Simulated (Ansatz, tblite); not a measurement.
# The cluster GeF₂+: a ladder of methods and basis sets

An exercise on one series of results from a longer session: the logs are not shown, and one member is left open.

The runs use Ansatz 0.2.0, Gaussian basis; as each input shows.

Levels to be run: GFN1-xTB, GFN2-xTB, PBE-D4/def2-TZVP, r2SCAN-D4/def2-TZVP, PBE-QIDH/def2-TZVP, ωB97X-V/def2-TZVP, CAM-B3LYP-D4/def2-TZVP, revPBE-D4/def2-TZVP, B2PLYP/def2-TZVP, PBE-D4/def2-SVP, PBE0-D4/def2-SVP, HF/STO-3G, HF/6-31G, B3LYP-D4/6-31G, CCSD(T)/def2-TZVPP, MP2/def2-TZVP, RPA/def2-TZVP.

### The geometry

The doublet was relaxed beforehand with PBE-D4/def2-TZVP. At that level it is the lowest of the isomers that a small search found.

3 atoms, charge 1, spin multiplicity 2.

Bond lengths: Ge1–F2 1.707 Å, Ge1–F3 1.707 Å. Angles: F2–Ge1–F3 117.7°.

The ion is computed in the gas phase, without counter-ions or solvent.

PBE0-D4/def2-TZVP was run before; its log isn't repeated, and its numbers join the tables.

Set-up of the first run:

Tight binding, by tblite at 300 K electronic temperature and without a spin-polarisation term:

```python
tblite.interface.Calculator('GFN1-xTB', numbers, positions, charge=1, uhf=1).singlepoint()
```

Tight binding, by tblite at 300 K electronic temperature and without a spin-polarisation term:

```python
tblite.interface.Calculator('GFN2-xTB', numbers, positions, charge=1, uhf=1).singlepoint()
```

start.molden holds the orbitals of an earlier run on this state, given as this run's starting guess.

Input file in.yaml:

```yaml
crystal:
  periodic: [false, false, false]
  atoms:
    - {symbol: Ge, position_ang: [-0.484971, -0.334296, -0.011863]}
    - {symbol: F, position_ang: [1.070014, -1.035397, 0.062952]}
    - {symbol: F, position_ang: [-0.585043, 1.369693, -0.051098]}
basis:
  gaussian: {orbitals: def2-TZVP, initial_orbitals: start.molden}
total_charge: 1
magnetization: {spin_polarized: true, initial_magnetization: 1}
hamiltonian: {xc: pbe, dispersion: d4}
scf: {omitted_lower_state_checks: [starts]}
output: {forces: true, orbitals: {seedname: orbitals}}
```

The run is started by

```sh
ansatz run in.yaml --threads 4 --pin off --events-out ev --progress --plain --max-ram 3916MiB
```

Steps of the session up to this table: PBE-D4/def2-TZVP; r2SCAN-D4/def2-TZVP; PBE-QIDH/def2-TZVP; ωB97X-V/def2-TZVP; CAM-B3LYP-D4/def2-TZVP; revPBE-D4/def2-TZVP; B2PLYP/def2-TZVP; PBE-D4/def2-SVP; PBE0-D4/def2-SVP; HF/STO-3G; HF/6-31G; B3LYP-D4/6-31G; CCSD(T)/def2-TZVPP; MP2/def2-TZVP; RPA/def2-TZVP.

One table of the session follows, with a row left open; its other results are not shown here.

It belongs to the step «Levels side by side». 

```
                 level  HOMO (eV)  LUMO (eV)  gap (eV)
             HF/STO-3G     -17.23      -5.46     11.77
              HF/6-31G     -21.16      -9.75     11.40
       PBE-D4/def2-SVP     -15.85     -14.61      1.25
      PBE-D4/def2-TZVP     -15.85     -14.59      1.26
   revPBE-D4/def2-TZVP     -15.78     -14.40      1.38
   r2SCAN-D4/def2-TZVP     -16.36     -14.22      2.14
        B3LYP-D4/6-31G     -17.08     -14.14      2.94
      PBE0-D4/def2-SVP     -17.41     -13.64      3.77
     PBE0-D4/def2-TZVP     -17.35     -13.56      3.79
CAM-B3LYP-D4/def2-TZVP          ?          ?         ?
     ωB97X-V/def2-TZVP     -19.60     -11.46      8.14
```

Estimate the missing values for CAM-B3LYP-D4/def2-TZVP.

**Answer.** HOMO (eV): -18.78; LUMO (eV): -12.69; gap (eV): 6.09. In the column «HOMO (eV)» it lies between ωB97X-V/def2-TZVP (-19.60) and PBE0-D4/def2-SVP (-17.41).
